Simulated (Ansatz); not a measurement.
```yaml
crystal:
  periodic: [false, false, false]
  atoms:
    - {symbol: C, position_ang: [1.047636, 1.772267, 0.775864]}
    - {symbol: C, position_ang: [1.408947, 0.359837, 0.236756]}
    - {symbol: C, position_ang: [0.310554, -0.153243, -0.487426]}
    - {symbol: C, position_ang: [0.671226, -1.670688, -0.981441]}
    - {symbol: C, position_ang: [-0.872741, 0.207446, -0.592293]}
    - {symbol: C, position_ang: [-1.848565, -0.350205, 0.561250]}
    - {symbol: H, position_ang: [1.678936, 2.450609, 0.286445]}
    - {symbol: H, position_ang: [0.227227, 2.390013, 0.936781]}
    - {symbol: H, position_ang: [1.590814, 2.024512, 2.026094]}
    - {symbol: H, position_ang: [2.450178, 0.192806, 0.197919]}
    - {symbol: H, position_ang: [-0.097015, -2.304828, -0.510339]}
    - {symbol: H, position_ang: [1.710610, -1.930225, -0.932389]}
    - {symbol: H, position_ang: [0.663944, -1.563178, -2.078267]}
    - {symbol: H, position_ang: [-1.441576, 0.008081, -1.469975]}
    - {symbol: H, position_ang: [-1.090039, 1.578499, -0.800614]}
    - {symbol: H, position_ang: [-3.133010, -0.442432, 0.420728]}
    - {symbol: H, position_ang: [-1.717632, -0.380528, 1.572033]}
    - {symbol: H, position_ang: [-2.094120, -1.521033, 0.624086]}
basis:
  gaussian: {orbitals: def2-SVP, final_grid: {core_spheres: 8, valence_spheres: 7, degree: 23}}
hamiltonian: {xc: {name: SPW92}}
output: {forces: true}
```

```sh
$ ansatz run in.yaml --threads 2 --pin off --events-out ev --progress --plain --max-ram 22528MiB --backend cpu
```

It prints (some lines left out):

```
Functional definition: SPW92
1644 factors; their error is unknown
mean field evaluation 1: about -6323.7149 eV, gradient 8.9e1 eV
mean field evaluation 2: about -6271.7183 eV, gradient 1.6e2 eV
mean field evaluation 4: about -6343.4528 eV, gradient 2.6e1 eV
mean field evaluation 8: about -6345.2583 eV, gradient 3.7e-1 eV
mean field evaluation 16: about -6345.1805 eV, gradient 4.8e-3 eV
mean field -6345.18054035 eV, -233.1810839400 hartree, gradient 6.4e-5 eV, S^2 0.000000; 0 other end points of the search recorded, 0 dependent functions left out
reference -6345.18059433 eV, -233.1810859237 hartree; 24, 24 occupied and 120, 120 virtual orbitals, 1644 factors
Total energy: -6345.18059433 eV, -233.1810859237 hartree
Atom 0 at     1.047636     1.772267     0.775864 Å, force     5.015412    -1.899909     4.347037 eV/Å
Atom 1 at     1.408947     0.359837     0.236756 Å, force    -6.888122     3.672778    -0.731732 eV/Å
Atom 2 at     0.310554    -0.153243    -0.487426 Å, force    17.138772    -7.215963     2.212898 eV/Å
Atom 3 at     0.671226    -1.670688    -0.981441 Å, force    -1.446812     3.317494    -0.761551 eV/Å
Atom 4 at    -0.872741     0.207446    -0.592293 Å, force   -14.693508     7.284655     1.165535 eV/Å
Atom 5 at    -1.848565    -0.350205     0.561250 Å, force    -4.609789    -3.051224    -4.109150 eV/Å
Atom 6 at     1.678936     2.450609     0.286445 Å, force     1.799400     1.638273    -1.347206 eV/Å
Atom 7 at     0.227227     2.390013     0.936781 Å, force    -3.279019     0.187795    -0.088944 eV/Å
Atom 8 at     1.590814     2.024512     2.026094 Å, force    -1.267249    -1.089288    -3.182511 eV/Å
Atom 9 at     2.450178     0.192806     0.197919 Å, force     1.543952    -1.101500    -0.022406 eV/Å
Atom 10 at    -0.097015    -2.304828    -0.510339 Å, force     0.171229    -0.592851    -0.311771 eV/Å
Atom 11 at     1.710610    -1.930225    -0.932389 Å, force     1.181507    -0.424133     1.313880 eV/Å
Atom 12 at     0.663944    -1.563178    -2.078267 Å, force    -1.097507    -0.531326    -0.587744 eV/Å
Atom 13 at    -1.441576     0.008081    -1.469975 Å, force    -0.397640    -1.094442    -1.667846 eV/Å
Atom 14 at    -1.090039     1.578499    -0.800614 Å, force     0.795667    -3.309158     1.266530 eV/Å
Atom 15 at    -3.133010    -0.442432     0.420728 Å, force     2.997660     1.840198    -0.032448 eV/Å
Atom 16 at    -1.717632    -0.380528     1.572033 Å, force     1.235242     1.531679     3.752180 eV/Å
Atom 17 at    -2.094120    -1.521033     0.624086 Å, force     1.800806     0.836924    -1.214749 eV/Å
Dipole moment:    -0.035763    -0.056647    -0.101616 e Å
```

Hardware: 2 threads of an AMD EPYC 7R13 on a shared host. Wall time 1.2 s, peak host memory 0.21 GiB.
